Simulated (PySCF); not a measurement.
C₂H₃, SMILES [CH]=C, multiplicity 2.

Geometry optimised at PBE0-D3(BJ)/def2-TZVP. The isomer is the one that the SMILES or the coordinates give; other isomers of the formula were not compared.

These are PBE0/def2-TZVPD (PySCF) values and carry that method's errors.

Isolated molecule, no solvent.

| Property | Result |
|---|---|
| total energy | -77.83002 hartree |
| point group | Cs |
| α spin, highest occupied and lowest empty level | -6.94 and 0.00 eV |
| β spin, highest occupied and lowest empty level | -8.04 and -1.81 eV |
| dipole moment | 0.68 D |
| quadrupole, principal values (traceless, Buckingham form, about the centre of nuclear charge) | -2.99, -0.47, 3.46 D·Å |
| mean static polarisability | 26.4 bohr³ (3.92 Å³) |
| polarisability, principal values | 21.2, 23.5, 34.7 bohr³ |
| ⟨S²⟩ | 0.764 (pure state 0.75) |
